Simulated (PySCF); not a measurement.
C₂⁺ from Hartree–Fock to correlated methods

State: ⁴Σg⁻ (quartet), unpaired electrons σ ↑, π ↑↑. Set-up: C def2-TZVPPD; no relativity (PySCF 2.14). De refers to C⁺ + C in their high-spin ground configurations, without counterpoise correction. The functionals are run spin-unrestricted. Levels whose curve was spin-contaminated or gave no clean fit are not listed.

| Level | Re (Å) | ωe (cm⁻¹) | De (eV) |
| --- | --- | --- | --- |
| UHF | 1.379 | 1457 | 3.52 |
| UHF-MP2 | 1.401 | 1404 | 5.66 |
| UHF-SCS-MP2 | 1.387 | 1491 | 5.23 |
| UHF-CCSD | 1.403 | 1377 | 5.22 |
| UHF-CCSD(T) | 1.411 | 1347 | 5.52 |
| PBE | 1.419 | 1286 | 6.58 |
| BLYP | 1.420 | 1265 | 6.16 |
| BP86 | 1.421 | 1275 | 6.43 |
| TPSS | 1.414 | 1300 | 6.12 |
| r²SCAN | 1.412 | 1312 | 6.16 |
| M06-L | 1.415 | 1254 | 6.24 |
| PBE0 | 1.402 | 1358 | 6.01 |
| HSE06 | 1.401 | 1358 | 5.98 |

Question: Which functional lies closest to UHF-CCSD(T) in De, which farthest, and by how much do they differ from it?

Answer: Closest is HSE06 (-1.0 pm in Re, +0.8 % in ωe, +0.46 eV in De against UHF-CCSD(T) in the same basis), farthest PBE (+0.8 pm in Re, -4.5 % in ωe, +1.06 eV in De). CCSD(T) converges more slowly with the basis than the functionals do and binds too weakly in this one, so the order can change at the basis-set limit.

Question: What does a quarter of exact exchange do here, going from PBE to PBE0?

Answer: PBE0 less PBE: -1.7 pm in Re, +5.6 % in ωe, -0.57 eV in De. Exact exchange removes part of the self-interaction that spreads semilocal densities, and in most molecules shortens and stiffens the bond and lowers De; so it does here.

Question: What does the step from GGA to meta-GGA do here, going from PBE to r²SCAN?

Answer: r²SCAN less PBE: -0.7 pm in Re, +2.0 % in ωe, -0.42 eV in De. 

Correlated steps freeze 2 core orbitals. The state is the lowest determinant that a PBE0 search found; another state may lie lower at other levels.

The whole job (state search and all levels along the bond) took about 3.7 min on 1 thread of AMD EPYC 7R43 64-Core (shared host), peak memory 1.9 GiB.
